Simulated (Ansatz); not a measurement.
A made-up structure of NaBHF, singlet:

```json
{"atom": "F1", "x (Å)": "0.0214", "y (Å)": "0.8965", "z (Å)": "-1.0172"}
{"atom": "B2", "x (Å)": "-0.1857", "y (Å)": "0.0692", "z (Å)": "-0.0016"}
{"atom": "Na3", "x (Å)": "1.3067", "y (Å)": "-0.8122", "z (Å)": "0.3768"}
{"atom": "H4", "x (Å)": "-1.1423", "y (Å)": "-0.1534", "z (Å)": "0.6420"}
```

It is relaxed with PBE-D4/def2-SVP and then PBE0-D4/def2-TZVP (Ansatz 0.2.0). Atoms count as bonded within 1.22 times the sum of their covalent radii (H–H: 0.88 Å). The end point is not checked to be a true minimum.

Q: Does its bonding change? (Judge from chemistry; the calculation decides.)

A: By the calculation: Yes. Formed: none; broken: F1–Na3.

Where it ends: The first stage lowers the energy by 2.77 eV in 8 steps. It ends as NaBHF ([F][BH][Na]):
```xyz
4
angstrom
F -0.2723 1.0051 -1.0190
B -0.2505 0.1113 -0.0217
Na 1.8701 -1.1474 0.5221
H -1.3474 0.0310 0.5185
```

Labels in which every atom is bracketed show which atoms are joined, not bond orders.

For scale, one of the runs: PBE0-D4/def2-TZVP relaxation, 100 basis functions, launched by `ansatz run in.yaml --threads 2 --pin off --events-out ev --progress --plain --max-ram 4352MiB`. The run took about 6.5 s on 2 CPU threads of an Arm Neoverse V1 (shared host).
